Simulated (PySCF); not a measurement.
Bonds (- single, = double, # triple, : aromatic): Si1-Cl2 2.068 Å. Si1 carries H3, H4, H5.

Geometry: PBE0-D3(BJ)/def2-SVP; GIAO shifts from PySCF 2.14, gas phase, non-relativistic, averaged over equivalent atoms.

At B3LYP/pcSseg-1 (63 basis functions, 1.7 s wall time on 1 thread of an x86-64 server CPU, shared host):
```csv
atoms,δ (ppm)
Si1,-33.5
Cl2,-98.1
H3/H4/H5,4.93
```

References, each an isolated molecule treated in the same way: 29Si (σ = 337.86 ppm), 1H (σ = 31.38 ppm) vs TMS; HCl for 35Cl (σ = 930.46 ppm).

Q: Predict the values at PBE0/pcSseg-1 on the same geometry.

A: 
```json
{"atoms": "Si1", "δ at PBE0/pcSseg-1": "-30.4", "change": "+3.1"}
{"atoms": "Cl2", "δ at PBE0/pcSseg-1": "-98.4", "change": "-0.3"}
{"atoms": "H3/H4/H5", "δ at PBE0/pcSseg-1": "5.01", "change": "+0.08"}
```

Referencing at the same level of theory: 29Si (351.99 ppm), 1H (31.27 ppm) against TMS; 35Cl (943.27 ppm) against HCl.

The largest change is at Si1 (silicon bonded to Cl, 3 H). Cost: 63 basis functions, 3.3 s wall time on 1 thread of an x86-64 server CPU, shared host.
